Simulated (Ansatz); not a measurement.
A made-up structure of B$_{2}$H$_{3}$O, doublet:

```
6
angstrom
B -1.1191 -0.0995 -0.4841
B 0.4185 0.1650 -0.1397
O 1.2118 -0.0608 0.9470
H 2.1123 0.0866 1.2758
H 0.9496 0.6859 -1.0989
H 0.7555 -0.4732 1.6827
```

It is relaxed with PBE-D4/def2-SVP and then PBE0-D4/def2-TZVP (Ansatz 0.2.0). Atoms count as bonded within 1.22 times the sum of their covalent radii (H–H: 0.88 Å). The end point is not checked to be a true minimum.

Task: Does its bonding change? (Judge from chemistry; the calculation decides.)

Result: The calculation gives: No: no bond forms or breaks.

Where it ends: The first stage lowers the energy by 0.87 eV in 12 steps. It ends as B₂H₃O ([B][BH][OH2]):
```
6
angstrom
B -1.0966 -0.1029 -0.0288
B 0.4585 0.2139 -0.3739
O 1.2621 -0.3011 0.8907
H 1.8886 0.3308 1.2695
H 1.2315 0.7114 -1.1323
H 0.5844 -0.5479 1.5576
```

Labels in which every atom is bracketed show which atoms are joined, not bond orders.

For scale, one of the runs: PBE0-D4/def2-TZVP relaxation, 111 basis functions, launched by `ansatz run in.yaml --threads 2 --pin off --events-out ev --progress --plain --max-ram 4352MiB`. Hardware: 2 CPU threads of an Intel Xeon 6975P-C, shared host. Wall time about 28 s.
